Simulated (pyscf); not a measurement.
F–GaH–F -> F–Ga [singlet] + hydrogen fluoride (HF) (1,1-elimination; singlet surface; F–Ga, Ga–H broken, F–H formed). Optimised with ωB97X-D3(BJ)/def2-SVP in PySCF. MP2 and CC: frozen core, UHF for open shells. ΔMP2 is the change of the MP2 total energy from the triple- to the quadruple-zeta basis. Energies in kcal/mol from the reactant's lowest minimum found.

```tsv
level	barrier	reaction energy
ωB97X-D3(BJ)/def2-TZVP	?	+20.2
r²SCAN/def2-TZVP	49.5	+21.1
B3LYP-D3(BJ)/def2-TZVP	49.9	+13.4
M06-2X/def2-TZVP	57.0	+19.7
ωB97M-D3(BJ)/def2-TZVP	53.3	+14.9
CCSD(T)/def2-TZVPP	56.7	+18.4
CCSD(T)/def2-TZVPP + ΔMP2(QZVPP)	?	?
```

Q: Some entries are withheld; supply them.

A: 
- ωB97X-D3(BJ)/def2-TZVP, barrier: 56.4
- CCSD(T)/def2-TZVPP + ΔMP2(QZVPP), barrier: 55.4
- CCSD(T)/def2-TZVPP + ΔMP2(QZVPP), reaction energy: +15.9

One saddle was located; it need not be the lowest between these sides. The CCSD(T) − MP2 part came from Ansatz, without density fitting, on the same reference. The frozen core leaves the outer d or s,p core shells of the metals and heavy elements correlated in the MP2 and CC values, and def2-TZVPP describes them poorly, which can shift differences by a few kcal/mol. Elements up to Kr have no core potential and no relativistic terms here.
